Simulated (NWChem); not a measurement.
How basis sets differ on C3H6 (propene)

C3H6: 9 atoms, total charge 0, spin state singlet. As SMILES, `C=CC`. The coordinates come from a PBE0-D4/def2-TZVP relaxation.

```xyz
9

C    -1.1294    0.5541   -0.5802
C     0.1576    0.2663   -0.4474
C     0.7449   -0.5436    0.6564
H    -1.8648    0.2027    0.1374
H    -1.4955    1.1498   -1.4082
H     0.8570    0.6415   -1.1923
H     1.2616   -1.4253    0.2643
H     1.4904    0.0334    1.2128
H    -0.0219   -0.8791    1.3573
```

Quantity: the dipole moment, in D. The values are calculated.

**What was measured.** NIST CCCBDB gives the dipole moment of the gas as 0.36 D.

```
         level           kind  program  value (D)  computed − measured
  PBE0/pcseg-0  global hybrid   NWChem       0.36                 0.00
  PBE0/cc-pVDZ  global hybrid   NWChem       0.42                +0.06
 PBE0/def2-SVP  global hybrid   NWChem       0.42                +0.06
  PBE0/pcseg-1  global hybrid   NWChem       0.42                +0.06
PBE0/def2-TZVP  global hybrid   NWChem       0.42                +0.06
  PBE0/pcseg-2  global hybrid   NWChem       0.43                +0.07
```

Nearest: PBE0/pcseg-0 (0.00 D); farthest: PBE0/pcseg-2 (+0.07 D). The measured dipole is a vibrational average, so differences of a few hundredths of a debye mean little. Magnitudes only: a small dipole may point the other way at some levels. Without the sets that lack polarisation functions the rows with a basis span only 0.42 to 0.43 D.
